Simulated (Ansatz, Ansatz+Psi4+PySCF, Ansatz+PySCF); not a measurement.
```tsv
atom	x (Å)	y (Å)	z (Å)
C	-0.5401	0.5454	-0.1325
H	-0.7143	1.4943	0.3644
F	-1.5159	-0.3471	0.0285
Cl	1.0114	-0.0870	0.0081
```

Basis set: cc-pVTZ on H, C, F; cc-pV(T+d)Z on Cl (spherical functions). Correlated methods keep 7 orbitals frozen. Correlation on ROHF uses semicanonical orbitals with singles. Charge 0, multiplicity 2.

Computed with Ansatz (development build ahead of 0.2.0); each method stands on the lowest determinant of its kind that the runs found.

Question: Give the atomization energy at this shape (free ground-state atoms in the same class of orbitals less the molecule, no zero-point energy) of doublet CHClF by ROHF-CCSD(T), ROHF-MP2, UHF-MP2.

Answer:

```json
{"method": "ROHF-CCSD(T)", "atomization energy": "12.35 eV"}
{"method": "ROHF-MP2", "atomization energy": "12.83 eV"}
{"method": "UHF-MP2", "atomization energy": "12.85 eV"}
```
